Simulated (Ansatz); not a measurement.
## Al$_{2}$, triplet: vertical spin and charge gaps

Geometry (PBE0/def2-TZVP stationary point for this spin):

| atom | x (Å) | y (Å) | z (Å) |
| --- | --- | --- | --- |
| Al | 0.0000 | 0.0000 | 0.0000 |
| Al | 0.0000 | 0.0000 | 2.4788 |

Basis cc-pVTZ; Ansatz 0.2.0. Only valence electrons are correlated (noble-gas cores frozen). Prefix R: restricted or restricted open-shell reference; prefix U: unrestricted. Active spaces: valence = (6e, 8o) chosen from the atoms' valence shells.

Gaps are energies of the second state less the first, at fixed atoms, for a selection of the levels run; each method lands on the state that its own search finds for that charge and spin.

Coupled cluster chose its determinant by trial CCSD, here up to 0.18 eV above the lowest Hartree–Fock solution of its kind, and MP2 stands on that determinant too.

Removing an electron, to the doublet: 6.630 eV at UCCSDT(Q).

Large singles or doubles amplitudes warn of static correlation in the Al2⁺ doublet.

```tsv
level	gap (eV)	error (meV)
RMP2	6.554	-76
UMP2	6.510	-120
RCCSD(T)	6.605	-25
UCCSD(T)	6.603	-27
BCCD(T)	6.603	-27
RCCSDT	6.615	-15
PBE	6.684	54
BLYP	6.368	-262
PBE0	6.669	39
wB97M-V	6.355	-275
```

Removing an electron, to the quartet: 8.511 eV at UCCSDT(Q).

```
                 level  gap (eV)  error (meV)
                 RCCSD     8.309         -202
                 UCCSD     8.315         -196
              RCCSD(T)     8.474          -37
                RCCSDT     8.493          -18
                UCCSDT     8.492          -19
             RCCSDT(Q)     8.512            1
NEVPT2 (valence space)     8.365         -146
MRCISD (valence space)     8.434          -77
                   PBE     8.642          131
                  PBE0     8.463          -48
```

Q: PBE gives 1.675 eV for quintet less triplet. Estimate what UCCSDT(Q) gives in cc-pVTZ.

A: UCCSDT(Q) in cc-pVTZ gives 1.548 eV, so against it PBE is off by 0.127 eV.

```
                   level  gap (eV)  error (meV)
                   UCCSD     1.483          -65
                 BCCD(T)     1.533          -15
                  UCCSDT     1.543           -5
               RCCSDT(Q)     1.549            1
  CASSCF (valence space)     1.271         -277
MRCISD+Q (valence space)     1.566           18
                   SPW92     1.815          267
                  r2SCAN     1.365         -183
                    PBE0     1.547           -1
```

Full CI isn't at hand for all of this; UCCSDT(Q) serves as the reference, and is uncertain by about the last step of the cluster series. The frozen core follows each run's orbitals, which can shift R against U totals by a few meV.
